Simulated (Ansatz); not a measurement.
A nudged elastic band was laid between two geometries of CH$_{5}$ClSi (8 atoms, charge 0, multiplicity 1).

All numbers below come from RKS PBE-D4/def2-SVP in Ansatz.

```json
{
  "movable images": "7",
  "climbing image": "yes",
  "spring": "5.0 eV/Å²",
  "optimiser": "quadratic models (default)",
  "start path": "through a guess of the saddle point",
  "force threshold": "0.2 eV/Å",
  "iteration limit": "60",
  "end points": "relaxed"
}
```

Image 0:

```xyz
8
Properties=species:S:1:pos:R:3
Si 0.407 0.009 0.033
C 0.860 0.005 1.855
H -0.046 -0.092 2.486
H 1.534 -0.848 2.078
H 1.380 0.943 2.133
H 1.629 0.157 -0.829
Cl -0.858 1.623 -0.369
H -0.320 -1.250 -0.348
```

Image 8:

```xyz
8
Properties=species:S:1:pos:R:3
Si 0.137 0.076 -1.076
C 1.251 -0.019 1.814
H 0.187 -0.259 1.991
H 1.899 -0.726 2.365
H 1.458 1.024 2.113
H 1.505 -0.117 0.727
Cl -1.125 1.641 -0.408
H -0.725 -1.073 -0.487
```

Which bonds break or form, and what moves?

Bonds broken: Si1–C2, Si1–H6. Bonds formed: C2–H6. CH5ClSi becomes CH4 + ClHSi.

What energy profile does the band end with?

The run converged. The highest image is number 5 of 0 to 8, 2.93 eV above the first end and 1.11 eV above the last; the last end lies 1.82 eV above the first. The threshold of 0.2 eV/Å is loose, so the images may lie well off the minimum-energy path. Neighbouring images differ by up to 1.3 eV, so the band resolves the path poorly. The order of the stationary point at the top wasn't checked. The orbitals stay closed-shell, which can raise the energy where a bond breaks towards radicals; this wasn't checked here.

| image | path coordinate (Å) | energy (eV) | Si1–C2 (Å) | Si1–H6 (Å) | C2–H6 (Å) |
| --- | --- | --- | --- | --- | --- |
| 0 | 0.00 | 0.00 | 1.88 | 1.50 | 2.80 |
| 1 | 0.35 | 0.01 | 1.87 | 1.50 | 2.75 |
| 2 | 0.71 | 0.22 | 1.85 | 1.50 | 2.49 |
| 3 | 1.06 | 0.94 | 1.88 | 1.47 | 2.17 |
| 4 | 1.42 | 2.24 | 2.04 | 1.46 | 1.86 |
| 5 | 1.78 | 2.93 | 2.28 | 1.52 | 1.58 |
| 6 | 2.22 | 2.23 | 2.52 | 1.73 | 1.23 |
| 7 | 2.66 | 1.85 | 2.89 | 2.05 | 1.13 |
| 8 | 3.09 | 1.82 | 3.10 | 2.27 | 1.12 |

What is the geometry of the highest image?


```xyz
8
Properties=species:S:1:pos:R:3
Si 0.304 -0.014 -0.486
C 0.991 -0.012 1.686
H 0.047 -0.346 2.151
H 1.816 -0.688 1.984
H 1.219 1.037 1.948
H 1.638 0.006 0.242
Cl -0.834 1.741 -0.319
H -0.594 -1.176 -0.167
```

The run took 96 s on 1 thread of Intel(R) Xeon(R) Platinum 8175M CPU @ 2.50GHz (Skylake/Cascade Lake) (shared host), peak memory 0.17 GiB.
